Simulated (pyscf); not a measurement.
H₂C=O + SiH₄ → H₃C–O–SiH₃, an addition across a multiple bond or ene-type step (singlet surface; H–Si broken, C–H, O–Si formed). Structures and frequencies: ωB97X-D3(BJ)/def2-SVP in PySCF. MP2 and CC: frozen core, UHF for open shells. ΔMP2 is the change of the MP2 total energy from the triple- to the quadruple-zeta basis. Energies in kJ/mol from the separated reactants.

AM1 to PM7: differences of heats of formation from MOPAC, which are fitted to 298 K values and so differ in kind from electronic energies by zero-point and thermal terms. 

Q: Quick PM7 single points give ΔE‡ = 200.1 kJ/mol and ΔE = -205.5 kJ/mol. What does CCSD(T)/def2-TZVPP + ΔMP2(QZVPP) give, and how far is the quick result from it?

A: CCSD(T)/def2-TZVPP + ΔMP2(QZVPP) gives ΔE‡ = 144.1 kJ/mol and ΔE = -187.3 kJ/mol. PM7 lies 56.1 kJ/mol over it in the barrier and 18.2 kJ/mol under it in the reaction energy, so on this step it does not hold to within 12.6 kJ/mol. CCSD(T)/def2-TZVPP + ΔMP2(QZVPP) has limits of its own. H₃C–O–SiH₃ lies 99.2 kJ/mol over its isomer H₃C–SiH₂–OH (electronic energy, ωB97M-D3(BJ)/def2-TZVP). This is the saddle that the search found; another between the same sides may lie lower. The CCSD(T) − MP2 part came from Ansatz, without density fitting, on the same reference.
